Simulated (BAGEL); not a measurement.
# CH4OSi (SMILES CO[SiH]), step by step

Wanted: the energy (HF/def2-SV(P)), then the energy (NEVPT2(2,2)/def2-SV(P)), then the energy (CASPT2(2,2)/def2-SV(P)) of CH4OSi. 

Program for the calculation: BAGEL 1.2.2.

2 further runs of the same task are left out: 2 set aside as unsound or not needed.

### Step 1. Starting point

The species is CH4OSi (7 atoms), meant as a singlet with charge 0. SMILES: `CO[SiH]`. The coordinates come from a PBE0-D4/def2-TZVP relaxation. This is one conformer, not always the lowest.

Bond lengths: C1–O2 1.410 Å, O2–Si3 1.639 Å, C1–H4 1.092 Å, C1–H5 1.095 Å, C1–H6 1.092 Å, Si3–H7 1.552 Å. Angles: C1–O2–Si3 130.6°, O2–C1–H4 109.2°, O2–C1–H5 110.9°, O2–C1–H6 109.2°, O2–Si3–H7 97.1°, H4–C1–H5 109.5°, H4–C1–H6 108.5°, H5–C1–H6 109.5°.

### Step 2. The energy at HF/def2-SV(P) (density fitting with svp-jkfit) (run 1)

Contents of input.json:

```json
{ "bagel": [

{
  "title": "molecule",
  "basis": "def2-sv_p_.json",
  "df_basis": "svp-jkfit",
  "angstrom": true,
  "geometry": [
    { "atom": "C", "xyz": [      -0.512393,       0.485503,      -0.338507 ] },
    { "atom": "O", "xyz": [      -0.443193,      -0.446497,       0.717593 ] },
    { "atom": "Si", "xyz": [       0.796907,      -1.387297,       1.229893 ] },
    { "atom": "H", "xyz": [      -1.296393,       0.180803,      -1.035507 ] },
    { "atom": "H", "xyz": [       0.443807,       0.547503,      -0.868707 ] },
    { "atom": "H", "xyz": [      -0.769293,       1.467503,       0.065393 ] },
    { "atom": "H", "xyz": [       1.841700,      -0.915600,       0.184100 ] }
  ]
},

{ "title": "hf" },

{ "title": "print", "file": "orbitals.molden", "orbitals": true }

]}
```

The basis set def2-SV(P) is read from a file made from the Basis Set Exchange's data (not shown).

Run with:

```console
$ BAGEL_NUM_THREADS=1 BAGEL input.json > input.out
```

Standard output:

```text
* using 1 threads per process

  ===============================================================
  ===============================================================

  *** Geometry ***

  { "atom" : "C", "xyz" : [     -0.968282,      0.917468,     -0.639686 ] },
  { "atom" : "O", "xyz" : [     -0.837513,     -0.843757,      1.356054 ] },
  { "atom" : "Si", "xyz" : [      1.505936,     -2.621611,      2.324161 ] },
  { "atom" : "H", "xyz" : [     -2.449828,      0.341668,     -1.956825 ] },
  { "atom" : "H", "xyz" : [      0.838674,      1.034631,     -1.641618 ] },
  { "atom" : "H", "xyz" : [     -1.453753,      2.773179,      0.123575 ] },
  { "atom" : "H", "xyz" : [      3.480309,     -1.730233,      0.347899 ] },

  Number of auxiliary basis functions:      352

  Since a DF basis is specified, we compute 2- and 3-index integrals:
    o Being stored without compression. Storage requirement is 0.008 GB

  Number of basis functions:       54
  Number of electrons      :       32

    * METHOD: MOLECULE                             0.09

  *** RHF ***

  === Nuclear Repulsion ===
   101.0699433814

      * DIIS with orbital gradients will be used.

  === RHF iteration (def2-sv_p_.json) ===
      0       -403.63015166          0.02225379           0.02
      1       -403.71362354          0.01698008           0.02
      2       -403.77173939          0.00177258           0.02
      3       -403.77318065          0.00049246           0.02
      4       -403.77326602          0.00011563           0.02
      5       -403.77327579          0.00003004           0.02
      6       -403.77327661          0.00000659           0.02
      7       -403.77327664          0.00000217           0.02
      8       -403.77327664          0.00000053           0.02
      9       -403.77327664          0.00000015           0.02
     10       -403.77327664          0.00000004           0.02
     11       -403.77327664          0.00000001           0.02
     12       -403.77327664          0.00000000           0.02
    * SCF iteration converged.

    * Permanent dipole moment:
           (   -0.050932,    -0.450559,     0.550519) a.u.

    * METHOD: HF                                   0.31

    * METHOD: PRINT                                0.01

  ===============================================================
```

It took 0.54 s on 1 thread of Arm Neoverse V1, shared host; peak memory 0.14 GiB.

### Step 3. The energy at NEVPT2(2,2)/def2-SV(P) (density fitting with svp-jkfit) (run 2)

Contents of input.json:

```json
{ "bagel" : [

{
  "title" : "molecule",
  "basis" : "def2-sv_p_.json",
  "df_basis" : "svp-jkfit",
  "angstrom" : true,
  "geometry" : [
    { "atom" : "C", "xyz" : [   -0.512393,    0.485503,   -0.338507 ] },
    { "atom" : "O", "xyz" : [   -0.443193,   -0.446497,    0.717593 ] },
    { "atom" : "Si", "xyz" : [    0.796907,   -1.387297,    1.229893 ] },
    { "atom" : "H", "xyz" : [   -1.296393,    0.180803,   -1.035507 ] },
    { "atom" : "H", "xyz" : [    0.443807,    0.547503,   -0.868707 ] },
    { "atom" : "H", "xyz" : [   -0.769293,    1.467503,    0.065393 ] },
    { "atom" : "H", "xyz" : [    1.841700,   -0.915600,    0.184100 ] }
  ]
},
{ "title" : "hf" },
{ "title" : "nevpt2", "nstate" : 1, "nact" : 2, "nclosed" : 15, "active" : [13, 20], "maxiter" : 200, "natocc" : true, "ncore" : 7 },
{ "title" : "print", "file" : "orbitals.molden", "orbitals" : true }

]}
```

The basis set def2-SV(P) is read from a file made from the Basis Set Exchange's data (not shown).

Run with:

```console
$ BAGEL_NUM_THREADS=1 BAGEL input.json > input.out
```

Standard output:

```text
* using 1 threads per process

  ===============================================================
  ===============================================================

  *** Geometry ***

  { "atom" : "C", "xyz" : [     -0.968282,      0.917468,     -0.639686 ] },
  { "atom" : "O", "xyz" : [     -0.837513,     -0.843757,      1.356054 ] },
  { "atom" : "Si", "xyz" : [      1.505936,     -2.621611,      2.324161 ] },
  { "atom" : "H", "xyz" : [     -2.449828,      0.341668,     -1.956825 ] },
  { "atom" : "H", "xyz" : [      0.838674,      1.034631,     -1.641618 ] },
  { "atom" : "H", "xyz" : [     -1.453753,      2.773179,      0.123575 ] },
  { "atom" : "H", "xyz" : [      3.480309,     -1.730233,      0.347899 ] },

  Number of auxiliary basis functions:      352

[... 21 lines left out ...]
    * SCF iteration converged.
[... 1 line left out ...]
    * Permanent dipole moment:
[... 28 lines left out ...]
    * Second-order optimization converged. *

     guess   0:   closed 1.                   open ..

  === FCI iteration ===

      0  0      -403.77309652     6.91e-02      0.00
      1  0      -403.78732840     2.11e-04      0.00
      2  0 *    -403.78732862     8.92e-16      0.00

     * ci vector, state   0, <S^2> = 0.0000
       2.     0.9947424855
       .2    -0.1024079464

  === DF-NEVPT2 calculation ===

    * 3-index integral transformation done
    * assembly done

      NEVPT2 correlation energy:   -0.3662863097      0.05

          (+0)     -0.3406140922
          (+0)'    -0.0033810000
          (+1)     -0.0058269920
          (+1)'    -0.0000000000
          (+2)     -0.0003097069
          (-1)     -0.0128208200
          (-1)'     0.0000000000
          (-2)     -0.0033336987

      NEVPT2 total energy:       -404.1536149270

    * METHOD: NEVPT2                               1.09

    * METHOD: PRINT                                0.01

  ===============================================================
```

Run time: 1.6 s. Hardware: 1 thread of Arm Neoverse V1, shared host; peak memory 0.14 GiB.

### Step 4. A single-point energy at CASPT2(2,2)/def2-SV(P) (density fitting with svp-jkfit) (run 3)

Contents of calc.json:

```json
{ "bagel" : [

{
  "title" : "molecule",
  "basis" : "def2-sv_p_.json",
  "df_basis" : "svp-jkfit",
  "angstrom" : true,
  "geometry" : [
    { "atom" : "C", "xyz" : [   -0.512393,    0.485503,   -0.338507 ] },
    { "atom" : "O", "xyz" : [   -0.443193,   -0.446497,    0.717593 ] },
    { "atom" : "Si", "xyz" : [    0.796907,   -1.387297,    1.229893 ] },
    { "atom" : "H", "xyz" : [   -1.296393,    0.180803,   -1.035507 ] },
    { "atom" : "H", "xyz" : [    0.443807,    0.547503,   -0.868707 ] },
    { "atom" : "H", "xyz" : [   -0.769293,    1.467503,    0.065393 ] },
    { "atom" : "H", "xyz" : [    1.841700,   -0.915600,    0.184100 ] }
  ]
},
{ "title" : "hf" },
{ "title" : "casscf", "nstate" : 1, "nact" : 2, "nclosed" : 15, "active" : [13, 20], "maxiter" : 200, "natocc" : true },
{ "title" : "print", "file" : "orbitals.molden", "orbitals" : true },
{ "title" : "smith", "method" : "caspt2", "ms" : true, "xms" : true, "sssr" : true, "shift" : 0.2, "shift_imag" : true, "ncore" : 7 }

]}
```

The basis set def2-SV(P) is read from a file made from the Basis Set Exchange's data (not shown).

Run with:

```console
$ BAGEL_NUM_THREADS=1 BAGEL calc.json > calc.out
```

Standard output:

```text
* using 1 threads per process

  ===============================================================
  ===============================================================

  *** Geometry ***

  { "atom" : "C", "xyz" : [     -0.968282,      0.917468,     -0.639686 ] },
  { "atom" : "O", "xyz" : [     -0.837513,     -0.843757,      1.356054 ] },
  { "atom" : "Si", "xyz" : [      1.505936,     -2.621611,      2.324161 ] },
  { "atom" : "H", "xyz" : [     -2.449828,      0.341668,     -1.956825 ] },
  { "atom" : "H", "xyz" : [      0.838674,      1.034631,     -1.641618 ] },
  { "atom" : "H", "xyz" : [     -1.453753,      2.773179,      0.123575 ] },
  { "atom" : "H", "xyz" : [      3.480309,     -1.730233,      0.347899 ] },

  Number of auxiliary basis functions:      352

[... 21 lines left out ...]
    * SCF iteration converged.
[... 1 line left out ...]
    * Permanent dipole moment:
[... 27 lines left out ...]
    * Second-order optimization converged. *
[... 9 lines left out ...]
     * ci vector, state   0, <S^2> = 0.0000
[... 16 lines left out ...]
    * Zeroth order energy : state  0       -0.9059631102
[... 4 lines left out ...]
       #      aibj      arbs      arbi      airj      risj      airs      arst      rist         Etot      error   time
[... 10 lines left out ...]
      ------------------------------------------------------------------------------------------------------------------

    * CASPT2 energy : state  0     -404.1574386754
        w/o shift correction       -404.1554459951
        reference weight              0.8909640543

    * METHOD: SMITH                                0.19

  ===============================================================
```

It took 1.7 s on 1 thread of Arm Neoverse V1, shared host; peak memory 0.14 GiB.

### Step 5. Summary of results

```
                                   quantity          value
         run 1, HF/def2-SV(P): total energy  -403.77328 Eh
        run 1, HF/def2-SV(P): dipole moment         1.81 D
          run 1, HF/def2-SV(P): HOMO energy       -8.94 eV
          run 1, HF/def2-SV(P): LUMO energy        1.46 eV
        run 1, HF/def2-SV(P): HOMO–LUMO gap       10.41 eV
run 2, NEVPT2(2,2)/def2-SV(P): total energy  -404.15361 Eh
run 3, CASPT2(2,2)/def2-SV(P): total energy  -404.15744 Eh
```
